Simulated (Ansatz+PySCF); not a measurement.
Values are calculated unless marked as measured or tabulated.
This Ansatz input gave a total energy of -76.44692 hartree.

```yaml
crystal:
  periodic: [false, false, false]
  atoms:
    - { symbol: O, position_ang: [0.0, 0.0, -0.10849] }
    - { symbol: H, position_ang: [0.0, 0.0, 0.86793] }
    - { symbol: H, position_ang: [30.0, 0.0, -1.36958] }
    - { symbol: H, position_ang: [30.0, 0.0, 1.36958] }
basis:
  gaussian: { orbitals: "6-31G" }
magnetization:
  spin_polarized: true
  initial_magnetization: 1
hamiltonian:
  xc: hf
correlation:
  method: mp2
  frozen_orbitals: { H: 0, O: 1 }
scf:
  omitted_lower_state_checks: [stability, starts, atomic_configurations, cluster_reference, orbital_swaps, given_window_search, neighbouring_geometries, increment]
```

(1) Write an input for PySCF with the same method and basis set.

Answers

(1)

```python
from pyscf import gto, scf, mp

mol = gto.M(atom="""
O 0.000000 0.000000 -0.108490
H 0.000000 0.000000 0.867930
H 30.000000 0.000000 -1.369580
H 30.000000 0.000000 1.369580
""", basis='6-31g', charge=0, spin=1)
mf = scf.UHF(mol)
mf.kernel()
pt = mp.MP2(mf, frozen=1).run()
print(mf.e_tot, pt.e_corr, pt.e_tot)
```

PySCF 2.14.0 gave -76.44692 hartree, 0.05 meV from the first. This is not the lowest solution: another run reaches a determinant 0.04 eV lower. Caution: bonds are stretched, where a single reference can fail; the unrestricted determinant is a mixture of spin states; the determinant breaks the point group.
